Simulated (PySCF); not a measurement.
# Si⁻: electron affinity in dyall-av3z

Each state of silicon is computed at each level; their differences give the electron affinity. How far do the methods differ?

Program: PySCF 2.14.0. Level of theory: unrestricted determinants in a Gaussian basis, no spin-orbit coupling in the energies. These are calculated values, not measurements, unless marked.

## Step 1: The atom as given

```
Element                                   : silicon (Z = 14)
Basis                                     : dyall-av3z (19s12p3d2f, 84 functions)
Hamiltonian                               : the spin-free X2C one-electron Hamiltonian (Gaussian nucleus)
State 1                                   : Si⁻: [Ne] 3s2 3p3, high-spin 4S determinant
Needed too, but not shown                 : Si [Ne] 3s2 3p2 (3P)
Methods                                   : UHF, LDA, PBE, PBE0, r2SCAN, TPSSh, LC-wPBE, HSE06, B2PLYP, MP2
Core shells frozen in the correlated runs : valence: [Ne] (for Si⁻)
```

The outer shells:

Si- [Ne] 3s2 3p3
```
[Ne] core
3s [↑↓]
3p [↑ ][↑ ][↑ ]
```

One driver process ran all states and methods and kept the integrals in memory. Each run is shown as a PySCF script that sums up its settings (the driver passes frozen orbitals as a list and adds second-order terms of double hybrids); the logs are those of the runs themselves. The driver starts from symmetry-adapted Hartree-Fock orbitals, holds the occupation by maximum overlap and uses a logarithmic radial grid for functionals, so a plain start would take other cycles.

The integrals over 84 functions and the set-up took 0.5 s of CPU time.

## Step 2: Si⁻: the ladder of methods

UHF:

Contents of input.py:

```python
from pyscf import gto, scf, dft, mp, cc
import basis_set_exchange as bse
mol = gto.M(atom="Si 0 0 0", charge=-1, spin=3, symmetry="D2h",
            basis=gto.basis.parse(bse.get_basis("dyall-av3z", elements=["Si"], fmt="nwchem")),
            nucmod="G")
mf = scf.UHF(mol).sfx2c1e()
mf.irrep_nelec = {'Ag': (3, 3), 'B1u': (2, 1), 'B2u': (2, 1), 'B3u': (2, 1)}
mf.kernel()
```

Standard output:

```text
damping factor = 0
level_shift factor = 0
DIIS = <class 'pyscf.scf.diis.CDIIS'>
diis_start_cycle = 1
diis_space = 10
diis_damp = 0
SCF conv_tol = 1e-09
SCF conv_tol_grad = None
number electrons alpha = 9  beta = 6
cycle= 1 E= -289.494144635542  delta_E= -1.74e-09  |g|= 1.04e-05  |ddm|= 0.000106
cycle= 2 E= -289.494144635943  delta_E= -4.01e-10  |g|= 5.02e-06  |ddm|= 5.09e-05
converged SCF energy = -289.494144635943  <S^2> = 3.7508095  2S+1 = 4.0004047
```

It used 3.4 s of CPU time after the integrals (shared host).

The occupied shells:

```
shell  electrons  mean orbital energy (eV)  spread (eV)  rms radius (bohr)
 1s α          1                   -1870.1            0              0.129
 1s β          1                   -1869.8            0              0.129
 2s α          1                   -161.35            0              0.612
 2s β          1                   -161.04            0              0.612
 2p α          3                   -109.09            0              0.599
 2p β          3                   -108.46            0              0.599
 3s α          1                   -10.947            0               2.51
 3s β          1                    -5.615            0               2.51
 3p α          3                    -1.680            0               3.62
```

⟨S²⟩ = 3.751, ⟨L²⟩ = 0.00.

Spin-orbit constants on these orbitals (cm⁻¹; bare nucleus, screened nucleus, mean field): 3p 123.7, 106.0, 95.48.

LDA:

input.py differs from the last one in:

```diff
@@ -5,3 +5,3 @@
             nucmod="G")
-mf = scf.UHF(mol).sfx2c1e()
+mf = dft.UKS(mol, xc="LDA,VWN").sfx2c1e()
 mf.irrep_nelec = {'Ag': (3, 3), 'B1u': (2, 1), 'B2u': (2, 1), 'B3u': (2, 1)}
```

Standard output:

```text
damping factor = 0
level_shift factor = 0
DIIS = <class 'pyscf.scf.diis.CDIIS'>
diis_start_cycle = 1
diis_space = 10
diis_damp = 0
SCF conv_tol = 1e-09
SCF conv_tol_grad = None
number electrons alpha = 9  beta = 6
XC functionals = LDA,VWN
    P. A. M. Dirac.,  Math. Proc. Cambridge Philos. Soc. 26, 376 (1930)
    F. Bloch.,  Z. Phys. 57, 545 (1929)
    S. H. Vosko, L. Wilk, and M. Nusair.,  Can. J. Phys. 58, 1200 (1980)
cycle= 1 E= -288.881172526903  delta_E= -0.0191  |g|= 0.047  |ddm|= 0.189
cycle= 2 E= -288.881277195101  delta_E= -0.000105  |g|= 0.023  |ddm|= 0.0164
cycle= 3 E= -288.881316342538  delta_E= -3.91e-05  |g|= 0.00187  |ddm|= 0.00404
cycle= 4 E= -288.881315428241  delta_E= 9.14e-07  |g|= 0.00138  |ddm|= 0.00463
cycle= 5 E= -288.881317767691  delta_E= -2.34e-06  |g|= 3.17e-05  |ddm|= 0.00294
cycle= 6 E= -288.881317769338  delta_E= -1.65e-09  |g|= 3.28e-06  |ddm|= 8.27e-05
cycle= 7 E= -288.881317769357  delta_E= -1.91e-11  |g|= 2.64e-08  |ddm|= 1.01e-05
converged SCF energy = -288.881317769357  <S^2> = 3.7505856  2S+1 = 4.0002928
```

CPU time 0.83 s on a shared host, the integrals not counted.

At LDA the highest occupied level has a positive energy, so only the finite basis holds that electron; in a density functional this comes from self-interaction and does not mean that the real anion is unbound.

PBE:

input.py differs from the last one in:

```diff
@@ -5,3 +5,3 @@
             nucmod="G")
-mf = dft.UKS(mol, xc="LDA,VWN").sfx2c1e()
+mf = dft.UKS(mol, xc="PBE").sfx2c1e()
 mf.irrep_nelec = {'Ag': (3, 3), 'B1u': (2, 1), 'B2u': (2, 1), 'B3u': (2, 1)}
```

Standard output:

```text
damping factor = 0
level_shift factor = 0
DIIS = <class 'pyscf.scf.diis.CDIIS'>
diis_start_cycle = 1
diis_space = 10
diis_damp = 0
SCF conv_tol = 1e-09
SCF conv_tol_grad = None
number electrons alpha = 9  beta = 6
XC functionals = PBE
    J. P. Perdew, K. Burke, and M. Ernzerhof.,  Phys. Rev. Lett. 77, 3865 (1996)
    J. P. Perdew, K. Burke, and M. Ernzerhof.,  Phys. Rev. Lett. 78, 1396 (1997)
    J. P. Perdew, K. Burke, and M. Ernzerhof.,  Phys. Rev. Lett. 77, 3865 (1996)
    J. P. Perdew, K. Burke, and M. Ernzerhof.,  Phys. Rev. Lett. 78, 1396 (1997)
cycle= 1 E= -289.900578962933  delta_E= -0.0108  |g|= 0.0161  |ddm|= 0.212
cycle= 2 E= -289.900597364589  delta_E= -1.84e-05  |g|= 0.00808  |ddm|= 0.0099
cycle= 3 E= -289.900602205511  delta_E= -4.84e-06  |g|= 0.00122  |ddm|= 0.00386
cycle= 4 E= -289.900601987028  delta_E= 2.18e-07  |g|= 0.000982  |ddm|= 0.00435
cycle= 5 E= -289.900603334393  delta_E= -1.35e-06  |g|= 4.83e-05  |ddm|= 0.00253
cycle= 6 E= -289.900603338163  delta_E= -3.77e-09  |g|= 3.19e-06  |ddm|= 0.000143
cycle= 7 E= -289.900603338183  delta_E= -2.05e-11  |g|= 4.63e-07  |ddm|= 1.21e-05
converged SCF energy = -289.900603338183  <S^2> = 3.7503999  2S+1 = 4.0001999
```

It used 1 s of CPU time after the integrals (shared host).

At PBE the highest occupied level has a positive energy, so only the finite basis holds that electron; in a density functional this comes from self-interaction and does not mean that the real anion is unbound.

PBE0:

input.py differs from the last one in:

```diff
@@ -5,3 +5,3 @@
             nucmod="G")
-mf = dft.UKS(mol, xc="PBE").sfx2c1e()
+mf = dft.UKS(mol, xc="PBE0").sfx2c1e()
 mf.irrep_nelec = {'Ag': (3, 3), 'B1u': (2, 1), 'B2u': (2, 1), 'B3u': (2, 1)}
```

Standard output:

```text
damping factor = 0
level_shift factor = 0
DIIS = <class 'pyscf.scf.diis.CDIIS'>
diis_start_cycle = 1
diis_space = 10
diis_damp = 0
SCF conv_tol = 1e-09
SCF conv_tol_grad = None
number electrons alpha = 9  beta = 6
XC functionals = PBE0
    C. Adamo and V. Barone.,  J. Chem. Phys. 110, 6158 (1999)
    M. Ernzerhof and G. E. Scuseria.,  J. Chem. Phys. 110, 5029 (1999)
cycle= 1 E= -289.922049099442  delta_E= -0.00537  |g|= 0.0107  |ddm|= 0.112
cycle= 2 E= -289.922113346816  delta_E= -6.42e-05  |g|= 0.00569  |ddm|= 0.0387
cycle= 3 E= -289.922149721541  delta_E= -3.64e-05  |g|= 0.00259  |ddm|= 0.0142
cycle= 4 E= -289.922153330512  delta_E= -3.61e-06  |g|= 0.000248  |ddm|= 0.00344
cycle= 5 E= -289.922153382279  delta_E= -5.18e-08  |g|= 3.91e-05  |ddm|= 0.00088
cycle= 6 E= -289.92215338468  delta_E= -2.4e-09  |g|= 2.33e-06  |ddm|= 0.000203
cycle= 7 E= -289.922153384687  delta_E= -6.42e-12  |g|= 3.19e-07  |ddm|= 8.28e-06
converged SCF energy = -289.922153384687  <S^2> = 3.7503002  2S+1 = 4.0001501
```

It used 1.5 s of CPU time after the integrals (shared host).

At PBE0 the highest occupied level has a positive energy, so only the finite basis holds that electron; in a density functional this comes from self-interaction and does not mean that the real anion is unbound.

r2SCAN:

input.py differs from the last one in:

```diff
@@ -5,3 +5,3 @@
             nucmod="G")
-mf = dft.UKS(mol, xc="PBE0").sfx2c1e()
+mf = dft.UKS(mol, xc="R2SCAN").sfx2c1e()
 mf.irrep_nelec = {'Ag': (3, 3), 'B1u': (2, 1), 'B2u': (2, 1), 'B3u': (2, 1)}
```

Standard output:

```text
damping factor = 0
level_shift factor = 0
DIIS = <class 'pyscf.scf.diis.CDIIS'>
diis_start_cycle = 1
diis_space = 10
diis_damp = 0
SCF conv_tol = 1e-09
SCF conv_tol_grad = None
number electrons alpha = 9  beta = 6
XC functionals = R2SCAN
    J. W. Furness, A. D. Kaplan, J. Ning, J. P. Perdew, and J. Sun.,  J. Phys. Chem. Lett. 11, 8208-8215 (2020)
    J. W. Furness, A. D. Kaplan, J. Ning, J. P. Perdew, and J. Sun.,  J. Phys. Chem. Lett. 11, 9248-9248 (2020)
    J. W. Furness, A. D. Kaplan, J. Ning, J. P. Perdew, and J. Sun.,  J. Phys. Chem. Lett. 11, 8208-8215 (2020)
    J. W. Furness, A. D. Kaplan, J. Ning, J. P. Perdew, and J. Sun.,  J. Phys. Chem. Lett. 11, 9248-9248 (2020)
cycle= 1 E= -290.016459966119  delta_E= -0.00561  |g|= 0.0113  |ddm|= 0.118
cycle= 2 E= -290.016477595033  delta_E= -1.76e-05  |g|= 0.00983  |ddm|= 0.0447
cycle= 3 E= -290.01657110686  delta_E= -9.35e-05  |g|= 0.00202  |ddm|= 0.0195
cycle= 4 E= -290.016572864161  delta_E= -1.76e-06  |g|= 0.000408  |ddm|= 0.00272
cycle= 5 E= -290.016573100561  delta_E= -2.36e-07  |g|= 8.1e-05  |ddm|= 0.00128
cycle= 6 E= -290.016573109223  delta_E= -8.66e-09  |g|= 6.33e-06  |ddm|= 0.000251
cycle= 7 E= -290.016573109288  delta_E= -6.52e-11  |g|= 1.2e-06  |ddm|= 6.49e-05
converged SCF energy = -290.016573109288  <S^2> = 3.7501701  2S+1 = 4.0000851
```

It used 2.4 s of CPU time after the integrals (shared host).

At r2SCAN the highest occupied level has a positive energy, so only the finite basis holds that electron; in a density functional this comes from self-interaction and does not mean that the real anion is unbound.

TPSSh:

input.py differs from the last one in:

```diff
@@ -5,3 +5,3 @@
             nucmod="G")
-mf = dft.UKS(mol, xc="R2SCAN").sfx2c1e()
+mf = dft.UKS(mol, xc="TPSSH").sfx2c1e()
 mf.irrep_nelec = {'Ag': (3, 3), 'B1u': (2, 1), 'B2u': (2, 1), 'B3u': (2, 1)}
```

Standard output:

```text
damping factor = 0
level_shift factor = 0
DIIS = <class 'pyscf.scf.diis.CDIIS'>
diis_start_cycle = 1
diis_space = 10
diis_damp = 0
SCF conv_tol = 1e-09
SCF conv_tol_grad = None
number electrons alpha = 9  beta = 6
XC functionals = TPSSH
    V. N. Staroverov, G. E. Scuseria, J. Tao, and J. P. Perdew.,  J. Chem. Phys. 119, 12129 (2003)
cycle= 1 E= -290.054385175282  delta_E= -0.00571  |g|= 0.0119  |ddm|= 0.123
cycle= 2 E= -290.054399764652  delta_E= -1.46e-05  |g|= 0.00805  |ddm|= 0.0441
cycle= 3 E= -290.054475332583  delta_E= -7.56e-05  |g|= 0.0036  |ddm|= 0.0243
cycle= 4 E= -290.054483665297  delta_E= -8.33e-06  |g|= 0.00052  |ddm|= 0.00447
cycle= 5 E= -290.054484056489  delta_E= -3.91e-07  |g|= 3.17e-05  |ddm|= 0.00136
cycle= 6 E= -290.054484057526  delta_E= -1.04e-09  |g|= 2.37e-06  |ddm|= 0.00014
cycle= 7 E= -290.054484057532  delta_E= -6.54e-12  |g|= 4.42e-08  |ddm|= 7.88e-06
converged SCF energy = -290.054484057532  <S^2> = 3.751255  2S+1 = 4.0006274
```

It used 3 s of CPU time after the integrals (shared host).

At TPSSh the highest occupied level has a positive energy, so only the finite basis holds that electron; in a density functional this comes from self-interaction and does not mean that the real anion is unbound.

LC-wPBE:

input.py differs from the last one in:

```diff
@@ -5,3 +5,3 @@
             nucmod="G")
-mf = dft.UKS(mol, xc="TPSSH").sfx2c1e()
+mf = dft.UKS(mol, xc="LC_WPBE").sfx2c1e()
 mf.irrep_nelec = {'Ag': (3, 3), 'B1u': (2, 1), 'B2u': (2, 1), 'B3u': (2, 1)}
```

Standard output:

```text
damping factor = 0
level_shift factor = 0
DIIS = <class 'pyscf.scf.diis.CDIIS'>
diis_start_cycle = 1
diis_space = 10
diis_damp = 0
SCF conv_tol = 1e-09
SCF conv_tol_grad = None
number electrons alpha = 9  beta = 6
XC functionals = LC_WPBE
    O. A. Vydrov and G. E. Scuseria.,  J. Chem. Phys. 125, 234109 (2006)
cycle= 1 E= -289.944755063251  delta_E= -0.00913  |g|= 0.0166  |ddm|= 0.0848
cycle= 2 E= -289.944795185375  delta_E= -4.01e-05  |g|= 0.00333  |ddm|= 0.0128
cycle= 3 E= -289.944797915668  delta_E= -2.73e-06  |g|= 0.00113  |ddm|= 0.00323
cycle= 4 E= -289.94479837554  delta_E= -4.6e-07  |g|= 0.000191  |ddm|= 0.00133
cycle= 5 E= -289.944798472905  delta_E= -9.74e-08  |g|= 3.71e-05  |ddm|= 0.000904
cycle= 6 E= -289.944798478148  delta_E= -5.24e-09  |g|= 1.03e-05  |ddm|= 0.00021
cycle= 7 E= -289.944798478524  delta_E= -3.77e-10  |g|= 2.04e-06  |ddm|= 6.66e-05
converged SCF energy = -289.944798478524  <S^2> = 3.7517198  2S+1 = 4.0008598
```

It used 2 s of CPU time after the integrals (shared host).

HSE06:

input.py differs from the last one in:

```diff
@@ -5,3 +5,3 @@
             nucmod="G")
-mf = dft.UKS(mol, xc="LC_WPBE").sfx2c1e()
+mf = dft.UKS(mol, xc="HSE06").sfx2c1e()
 mf.irrep_nelec = {'Ag': (3, 3), 'B1u': (2, 1), 'B2u': (2, 1), 'B3u': (2, 1)}
```

Standard output:

```text
damping factor = 0
level_shift factor = 0
DIIS = <class 'pyscf.scf.diis.CDIIS'>
diis_start_cycle = 1
diis_space = 10
diis_damp = 0
SCF conv_tol = 1e-09
SCF conv_tol_grad = None
number electrons alpha = 9  beta = 6
XC functionals = HSE06
    J. Heyd, G. E. Scuseria, and M. Ernzerhof.,  J. Chem. Phys. 118, 8207 (2003)
    J. Heyd, G. E. Scuseria, and M. Ernzerhof.,  J. Chem. Phys. 124, 219906 (2006)
    A. V. Krukau, O. A. Vydrov, A. F. Izmaylov, and G. E. Scuseria.,  J. Chem. Phys. 125, 224106 (2006)
cycle= 1 E= -289.938414458454  delta_E= -0.00589  |g|= 0.0116  |ddm|= 0.124
cycle= 2 E= -289.938421506137  delta_E= -7.05e-06  |g|= 0.00749  |ddm|= 0.0407
cycle= 3 E= -289.938494511873  delta_E= -7.3e-05  |g|= 0.00387  |ddm|= 0.0249
cycle= 4 E= -289.93850562215  delta_E= -1.11e-05  |g|= 0.000315  |ddm|= 0.00571
cycle= 5 E= -289.93850573571  delta_E= -1.14e-07  |g|= 2.03e-05  |ddm|= 0.000757
cycle= 6 E= -289.938505736138  delta_E= -4.27e-10  |g|= 1.97e-06  |ddm|= 5.84e-05
converged SCF energy = -289.938505736138  <S^2> = 3.7502722  2S+1 = 4.0001361
```

CPU time 2.3 s on a shared host, the integrals not counted.

At HSE06 the highest occupied level has a positive energy, so only the finite basis holds that electron; in a density functional this comes from self-interaction and does not mean that the real anion is unbound.

B2PLYP:

input.py differs from the last one in:

```diff
@@ -5,3 +5,3 @@
             nucmod="G")
-mf = dft.UKS(mol, xc="HSE06").sfx2c1e()
+mf = dft.UKS(mol, xc="0.53*HF + 0.47*B88, 0.73*LYP").sfx2c1e()
 mf.irrep_nelec = {'Ag': (3, 3), 'B1u': (2, 1), 'B2u': (2, 1), 'B3u': (2, 1)}
```

Standard output:

```text
damping factor = 0
level_shift factor = 0
DIIS = <class 'pyscf.scf.diis.CDIIS'>
diis_start_cycle = 1
diis_space = 10
diis_damp = 0
SCF conv_tol = 1e-09
SCF conv_tol_grad = None
number electrons alpha = 9  beta = 6
XC functionals = 0.53*HF + 0.47*B88, 0.73*LYP
    A. D. Becke.,  Phys. Rev. A 38, 3098 (1988)
    C. Lee, W. Yang, and R. G. Parr.,  Phys. Rev. B 37, 785 (1988)
    B. Miehlich, A. Savin, H. Stoll, and H. Preuss.,  Chem. Phys. Lett. 157, 200 (1989)
cycle= 1 E= -289.890649499115  delta_E= -0.00333  |g|= 0.0111  |ddm|= 0.0696
cycle= 2 E= -289.890742013043  delta_E= -9.25e-05  |g|= 0.00441  |ddm|= 0.0274
cycle= 3 E= -289.89075407219  delta_E= -1.21e-05  |g|= 0.0014  |ddm|= 0.00801
cycle= 4 E= -289.890755763917  delta_E= -1.69e-06  |g|= 0.000203  |ddm|= 0.00391
cycle= 5 E= -289.890755903264  delta_E= -1.39e-07  |g|= 6.83e-05  |ddm|= 0.00158
cycle= 6 E= -289.890755910039  delta_E= -6.77e-09  |g|= 4.41e-06  |ddm|= 0.000322
cycle= 7 E= -289.89075591008  delta_E= -4.12e-11  |g|= 4.53e-07  |ddm|= 3.51e-05
converged SCF energy = -289.89075591008  <S^2> = 3.7502147  2S+1 = 4.0001073
```

CPU time 2.5 s on a shared host, the integrals not counted.

Script and log cover the SCF part. The PT2 part, added by the driver, -0.09818 hartree before scaling by 0.27, brings the total to -289.917265 hartree.

## Step 3: Si⁻, continued

MP2 (valence):

input.py: that of step 2 with these lines changed.

```diff
@@ -5,4 +5,5 @@
             nucmod="G")
-mf = dft.UKS(mol, xc="0.53*HF + 0.47*B88, 0.73*LYP").sfx2c1e()
+mf = scf.UHF(mol).sfx2c1e()
 mf.irrep_nelec = {'Ag': (3, 3), 'B1u': (2, 1), 'B2u': (2, 1), 'B3u': (2, 1)}
 mf.kernel()
+mp.UMP2(mf, frozen=5).kernel()
```

This step left no log, only its results.

CPU time 0.62 s on a shared host, the integrals not counted.

With 5 electrons correlated, the MP2 correlation energy is -0.07700 hartree (-0.02226 same spin, -0.05473 opposite spin); the SCS form gives -0.07310. Largest pairs of shells: 3s-3p -0.0476, 3p-3p -0.0168, 3s-3s -0.0126.

Radial density 4πr²ρ of Si⁻ at UHF:

```
r (bohr)   density  spin density
 0.00196    0.0920         0.000
 0.00330     0.244         0.000
 0.00555     0.631         0.000
 0.00934      1.57         0.000
  0.0157      3.66        -0.001
  0.0264      7.57        -0.001
  0.0444      12.9        -0.001
  0.0747      15.9         0.008
   0.126      12.5         0.041
   0.211      9.75         0.112
   0.356      14.0         0.141
   0.598      10.7         0.017
    1.01      2.61         0.102
    1.69      1.83         0.752
    2.85      1.43         0.900
    4.79     0.363         0.308
    8.05    0.0312         0.030
    13.5  0.000764         0.001
```

## Step 4: Differences of total energies

Electron affinity: Si⁻ [Ne] 3s2 3p3 (4S) → Si [Ne] 3s2 3p2 (3P).

```
           method  value (eV)  error (eV)
              UHF       0.843      -0.563
              LDA       1.590      +0.185
              PBE       1.494      +0.088
             PBE0       1.453      +0.047
           r2SCAN       1.522      +0.116
            TPSSh       1.422      +0.016
          LC-wPBE       1.418      +0.012
            HSE06       1.449      +0.043
           B2PLYP       1.255      -0.151
    MP2 (valence)       1.379      -0.027
SCS-MP2 (valence)       1.197      -0.209
```

Reference: 1.390 eV (measured; CRC Handbook (2014) and Andersen, Phys. Rep. 394, 157 (2004), with later updates, as tabulated in the mendeleev Python package). A first-order spin-orbit estimate (lowest level to lowest level, LS coupling) adds -0.016 eV; the last energy column includes it. Errors of the correlated levels include the incompleteness of this basis. In the anion the highest occupied orbital energy is positive at LDA, PBE, PBE0, r2SCAN, TPSSh, HSE06, a self-interaction effect; the basis confines that electron, and the energy difference can still be sensible.

The differences also use runs on Si [Ne] 3s2 3p2 (3P), which are not shown here.

## Step 5: Summary of results

| quantity | value |
| --- | --- |
| electron affinity, Si | UHF 0.843, MP2 (valence) 1.379 eV; reference 1.390 |

Accuracy by level (over 1 difference):

```
           method  mean absolute miss against the measured value (with the measured fine structure taken into account where it is known) (eV)
              UHF                                                                                                                       0.563
              LDA                                                                                                                       0.185
              PBE                                                                                                                       0.088
             PBE0                                                                                                                       0.047
           r2SCAN                                                                                                                       0.116
            TPSSh                                                                                                                       0.016
          LC-wPBE                                                                                                                       0.012
            HSE06                                                                                                                       0.043
           B2PLYP                                                                                                                       0.151
    MP2 (valence)                                                                                                                       0.027
SCS-MP2 (valence)                                                                                                                       0.209
```

LC-wPBE lands nearest to the measured value (off by 0.01 eV), level with TPSSh; UHF misses by most (0.56 eV). Hartree-Fock falls short because the species with more electrons holds more correlation energy, which it lacks. PBE is off by +0.09 eV. The basis is finite, and no extrapolation was made.
